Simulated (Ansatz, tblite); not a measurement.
# BiH2Br: one state, many levels

How do method and basis change the picture of BiH2Br (singlet)?

Method: as each input shows; program: Ansatz 0.2.0, Gaussian basis.

Levels to be run: GFN1-xTB, GFN2-xTB, PBE-D4/def2-TZVP, r2SCAN-D4/def2-TZVP, r2SCANh-D4/def2-TZVP, HSE06-D4/def2-TZVP, LDA/def2-TZVP, HF/def2-TZVP, LC-ωPBE/def2-TZVP, CAM-B3LYP-D4/def2-TZVP, ωB97X-V/def2-TZVP, PBE-D4/def2-SVP, PBE0-D4/def2-SVP, PBE0-D4/def2-TZVPD, PBE-D4/def2-TZVPD, r2SCAN-D4/def2-TZVPD, CCSD(T)/def2-TZVPP, MP2/def2-TZVP, RPA/def2-TZVP, CCSD(T)/def2-TZVPD.

## 1. The structure

The geometry is that of the singlet, from an earlier relaxation (r2SCAN-D4/def2-TZVP).

4 atoms, charge 0, spin multiplicity 1.

Bond lengths: Bi1–H2 1.796 Å, Bi1–H3 1.796 Å, Bi1–Br4 2.613 Å. Angles: H2–Bi1–H3 89.2°, H2–Bi1–Br4 93.9°, H3–Bi1–Br4 93.9°.

Bi takes a core potential in the def2 sets. No spin-orbit coupling is included.

PBE0-D4/def2-TZVP was run before; its log isn't repeated, and its numbers join the tables.

## 2. GFN1-xTB

Tight binding, by tblite at 300 K electronic temperature and without a spin-polarisation term:

```python
tblite.interface.Calculator('GFN1-xTB', numbers, positions, charge=0, uhf=0).singlepoint()
```

Energy -196.1433 eV, HOMO -9.86 eV, LUMO -4.81 eV; 0.003 s.

## 3. GFN2-xTB

Tight binding, by tblite at 300 K electronic temperature and without a spin-polarisation term:

```python
tblite.interface.Calculator('GFN2-xTB', numbers, positions, charge=0, uhf=0).singlepoint()
```

Energy -204.5610 eV, HOMO -10.93 eV, LUMO -5.47 eV; 0.001 s.

## 4. PBE-D4/def2-TZVP

start.molden holds the orbitals of an earlier run on this state, given as this run's starting guess.

in.yaml

```yaml
crystal:
  periodic: [false, false, false]
  atoms:
    - {symbol: Bi, position_ang: [0.076913, 0.145017, 0.854304]}
    - {symbol: H, position_ang: [1.567824, 0.159084, -0.147366]}
    - {symbol: H, position_ang: [-0.595137, 1.456376, -0.172856]}
    - {symbol: Br, position_ang: [-1.049600, -1.760467, -0.534071]}
basis:
  gaussian: {orbitals: def2-TZVP, initial_orbitals: start.molden}
hamiltonian: {xc: pbe, dispersion: d4}
scf: {omitted_lower_state_checks: [starts]}
output: {orbitals: {seedname: orbitals}}
```

Run with:

```sh
ansatz run in.yaml --threads 2 --pin off --events-out ev --progress --plain --max-ram 4352MiB
```

The runs that follow: r2SCAN-D4/def2-TZVP; r2SCANh-D4/def2-TZVP; HSE06-D4/def2-TZVP; LDA/def2-TZVP; HF/def2-TZVP; LC-ωPBE/def2-TZVP; CAM-B3LYP-D4/def2-TZVP; ωB97X-V/def2-TZVP; PBE-D4/def2-SVP; PBE0-D4/def2-SVP; PBE0-D4/def2-TZVPD; PBE-D4/def2-TZVPD; r2SCAN-D4/def2-TZVPD; CCSD(T)/def2-TZVPP; MP2/def2-TZVP; RPA/def2-TZVP; CCSD(T)/def2-TZVPD.

Q: Predict the results of all the runs planned. Wanted: gap in def2-TZVP, named functionals and Hartree-Fock, smallest and largest; correlation energy, CCSD(T)/def2-TZVPP; correlation energy, MP2/def2-TZVP; correlation energy, CCSD(T)/def2-TZVPD; binding an atom, CCSD(T)/def2-TZVPP; PBE0 total energy, smallest basis above largest.

The runs gave:

```
                                                                  quantity                           value
gap in def2-TZVP, named functionals and Hartree-Fock, smallest and largest    3.58 eV (LDA), 10.94 eV (HF)
                                    correlation energy, CCSD(T)/def2-TZVPP                       -19.73 eV
                                         correlation energy, MP2/def2-TZVP                       -19.29 eV
                                    correlation energy, CCSD(T)/def2-TZVPD                       -19.65 eV
                                       binding an atom, CCSD(T)/def2-TZVPP                        1.896 eV
                           PBE0 total energy, smallest basis above largest  8.86 eV (def2-SVP, def2-TZVPD)
```

**Reading.** Over the named functionals and Hartree-Fock in def2-TZVP the gap runs from 3.58 eV (LDA) to 10.94 eV (HF); exact exchange widens it. The functionals in def2-TZVP miss CCSD(T)/def2-TZVPP by -0.052 (LC-ωPBE) to +0.489 eV (LDA) an atom. CCSD(T)/def2-TZVPP isn't at the basis-set limit; small misses against it rank nothing.
